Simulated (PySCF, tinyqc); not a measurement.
A ladder of methods, and size consistency: correlation methods against full CI in the sto-6g basis, for HF, spin multiplicity 1. Computed by the program tinyqc with PySCF. All electrons correlated; +Q is the Davidson correction (1 - c0^2) E_corr. The last columns treat two copies 100 angstrom apart as one system. FCI is the lowest singlet.

Geometry (angstrom):
```
atom,x,y,z
F,0.0000,0.0000,0.0000
H,0.0000,0.0000,1.2450
```

RHF energy of one = -99.437076 hartree

Correlation energies (hartree):
```
method,E_corr of one,share of FCI (%),E_corr of two at 100 angstrom,two minus twice one (mhartree)
MP2,-0.036296,58.9846,-0.072592,0.0000
CISD,-0.061534,100.0000,-0.116486,6.5825
CISD+Q,-0.065208,105.9700,-0.128315,2.1015
CCSD,-0.061534,100.0000,-0.123069,0.0000
CCSD(T),-0.061534,100.0000,-0.123069,0.0000
FCI,-0.061534,100.0000,-,-
```

What does the comparison show, and why?

MP2 recovers 59 %, CISD 100.0 % and CCSD 100.0 % of the FCI value (c0^2 = 0.940 in CISD). MP2 and coupled cluster are size consistent, so their last column vanishes; CISD loses 6.58 mhartree, since a double excitation on each copy is a quadruple of the pair, and the Davidson correction leaves +2.10. With two electrons, or one virtual orbital, CISD and CCSD are exact for one copy, so +Q overshoots there. The restricted reference is unstable here: a spin-polarised solution lies 0.0022 hartree lower (PySCF), so results built on it describe a poor reference.
